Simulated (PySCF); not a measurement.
**The bond of BH+, level by level**

One job finds the state of BH+, follows it along the bond with each method and fits the curves.

Method: B jorge-DZP-DKH, H jorge-DZP-DKH, spin-free X2C with a Gaussian nucleus; program: PySCF 2.14.0.

## 1. The job

Settings of the job:

```yaml
atoms: B, H
charge: 1
basis: B jorge-DZP-DKH, H jorge-DZP-DKH
Hamiltonian: spin-free X2C with a Gaussian nucleus
basis_functions: 20
electrons_treated: 5
masses_in_u: 11.0093, 1.0078
levels: PBE0, PBE, r²SCAN, B97-3, BP86, B3LYP, ωB97X, HF, MP2, SCS-MP2, CCSD, CCSD(T)
grid: 80 radial by 434 angular points
occupations: held fixed by the projection of orbital angular momentum
dissociation_limit: B+ + H, each in its ground configuration
starting_distance_in_angstrom: 1.235
values_of_2S_to_try: 1, 3
```

Run with:

```console
$ OMP_NUM_THREADS=1 python dia.py task.json out
```

Further steps of the session: The PBE0 curve of the state that the search chose; Excited determinants; PBE (GGA); r²SCAN (meta-GGA); B97-3; BP86; B3LYP (global hybrid GGA); ωB97X (range-separated hybrid); UHF; Adding correlation.

What does the calculation give? Wanted: for each run, Re; ωe; De; μ.

**Answer**, as computed:

Lowest PBE0 solution found, without spin–orbit coupling: ²Σ⁺ (doublet), unpaired electrons σ ↑. The other levels ran on it alone.

```tsv
level	Re (Å)	ωe (cm⁻¹)	De (eV)	μ (D)
UHF	1.204	2724	2.23	0.32
UHF-MP2	1.213	2649	2.19	n/a
UHF-SCS-MP2	1.215	2634	2.14	n/a
UHF-CCSD	1.228	2492	1.86	n/a
UHF-CCSD(T)	1.229	2485	1.87	n/a
PBE	1.242	2410	2.51	0.47
BP86	1.241	2419	2.61	0.45
r²SCAN	1.227	2516	2.76	0.41
B3LYP	1.229	2482	2.55	0.44
PBE0	1.230	2511	2.53	0.44
B97-3	1.226	2538	2.48	0.45
ωB97X	1.229	2550	2.44	0.46
```

De is counted to B+ + H in their ground configurations. A positive dipole points from B to H; in an ion it is taken about the centre of mass and does not tell which atom is negative.

Differences from CCSD(T) in the same basis:

```tsv
level	Re (mÅ)	ωe (%)
UHF	-26	+9.6
UHF-MP2	-16	+6.6
UHF-SCS-MP2	-14	+6.0
UHF-CCSD	-1	+0.3
PBE	+13	-3.0
BP86	+11	-2.7
r²SCAN	-2	+1.2
B3LYP	0	-0.1
PBE0	0	+1.0
B97-3	-3	+2.1
ωB97X	0	+2.6
```

Judged by CCSD(T) in the same basis: best bond length B3LYP and PBE0 and ωB97X (0 mÅ), worst UHF (-26 mÅ); best wavenumber B3LYP (-0.1 %), worst UHF (+9.6 %). Hartree–Fock falls on the short and stiff side, its usual fault. PBE has the long and soft bond that GGAs tend to give. CCSD(T) in a basis this small is itself some way from its limit, more so than the functionals. Of the levels with a De here, UHF-CCSD gives the least (1.86 eV) and r²SCAN the most (2.76 eV).

Correlated steps freeze 1 core orbital.
